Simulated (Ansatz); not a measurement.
## Trigonal Te

Method: PBEsol in Ansatz (PAW).

Numerical settings: plane-wave cutoff 520 eV, 12×12×6 k mesh (along the axes of the cell as run), Fermi–Dirac smearing 0.01 eV, scalar-relativistic PAW data made under PBE.

Cell (relaxed at this level):

```
CELL_PARAMETERS angstrom
      2.15863    -3.73886     0.00000
      2.15863     3.73886     0.00000
      0.00000     0.00000     5.95368
ATOMIC_POSITIONS crystal
  Te 0.00000 0.28411 0.66667
  Te 0.71589 0.71589 0.00000
  Te 0.28411 0.00000 0.33333
```

For trigonal Te, the bulk modulus is 32.6 GPa, the band gap is zero (no gap) and the pressure derivative B′ of the bulk modulus is 8.0.

Measured, for comparison: band gap 0.33 eV (temperature not stated, not corrected to a static lattice, compiled measured gap; kind and temperature not stated; as tabulated in Kothakonda et al. (2022), arXiv:2208.02841); bulk modulus 19 GPa (temperature not stated, not corrected to a static lattice; as tabulated in Yi et al. (2018), arXiv:1712.00894). Computed (rounded) less measured: bulk modulus +72 % (against room or unstated temperature, where such soft solids are markedly softer).

Note: the cell comes from a level without a dispersion term, which matters for the spacing of layers, chains or molecules; the gap of the solid is closed in this run; this level leaves the solid without a gap, although one is measured; the bulk modulus comes from volumes at which shape and atoms were relaxed.

Spin–orbit coupling is not included; it can open a gap where bands touch, and shift volumes and moduli.

Computed values are for the static lattice.

Ansatz is a program for electronic structure.
